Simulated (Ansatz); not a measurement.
Species: H₃Si, SMILES `[SiH3]` (charge 0, multiplicity 2).

Q: Give a relaxed geometry from Ansatz (an electronic-structure program) with r2SCAN-D4/def2-TZVP.

A: the end point of this relaxation (outside a Z-matrix the atoms follow the SMILES, hydrogens last).
Cartesian coordinates (Å) in one orientation:
```xyz
4

Si     0.000    -0.002     0.333
H     -0.742    -1.206    -0.117
H      1.416    -0.039    -0.111
H     -0.674     1.247    -0.104
```
